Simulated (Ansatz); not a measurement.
This Ansatz (a quantum-chemistry and plane-wave program) input (CCSD(T)/cc-pVDZ) gives -176.70669 Eh with 52 basis functions.

Ansatz 0.2 input:
```yaml
crystal:
  periodic: [false, false, false]
  atoms:
    - {symbol: C, position_ang: [-0.00304735, 0.42791482, -0.00613070]}
    - {symbol: C, position_ang: [1.20001360, -0.09023937, 0.00044276]}
    - {symbol: F, position_ang: [-1.17652991, -0.15679382, 0.00308106]}
    - {symbol: H, position_ang: [1.34031919, -1.16762619, 0.01578439]}
    - {symbol: H, position_ang: [2.06665249, 0.55271791, -0.00938634]}
basis:
  gaussian:
    orbitals: cc-pVDZ
magnetization: {spin_polarized: true, initial_magnetization: 1}
correlation: {method: ccsd_t, electrons: outside_noble_gas}
```

Change:
```diff
- orbitals: cc-pVDZ
+ orbitals: cc-pVTZ
```

### Question
What does the run give now?

### Answer
-176.88275 Eh (CCSD(T)/cc-pVTZ, 118 functions), a change of -176.06 mEh.
